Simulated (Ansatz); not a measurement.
A calculation with Ansatz (development build ahead of 0.2.0).

```yaml
crystal:
  periodic: [false, false, false]
  atoms:
    - { symbol: Al, position_ang: [0.0, 0.0, 0.0] }
    - { symbol: H, position_ang: [3.16, 0.0, 0.0] }
    - { symbol: H, position_ang: [-1.58, 2.73664, 0.0] }
    - { symbol: H, position_ang: [-1.58, -2.73664, 0.0] }
basis:
  gaussian: { orbitals: def2-SVP }
magnetization:
  spin_polarized: true
hamiltonian:
  xc: pbe0
scf:
  omitted_lower_state_checks: [stability, starts, atomic_configurations, cluster_reference, orbital_swaps, given_window_search, neighbouring_geometries, increment]
output:
  forces: true
```

The input is written out in the form of the current development build from the run's settings.

Output:

- Converged: yes
- Total energy: -243.63865 hartree
- Spin squared of the determinant: 0.000

Forces (eV/Å):
| atom | Fx | Fy | Fz |
| --- | --- | --- | --- |
| Al1 | 0.000 | 0.000 | 0.000 |
| H2 | -1.200 | 0.000 | 0.000 |
| H3 | 0.600 | -1.039 | 0.000 |
| H4 | 0.600 | 1.039 | 0.000 |

This is not the lowest solution: another run reaches a determinant 1.53 eV lower. Caution: charge can spread falsely over distant fragments.
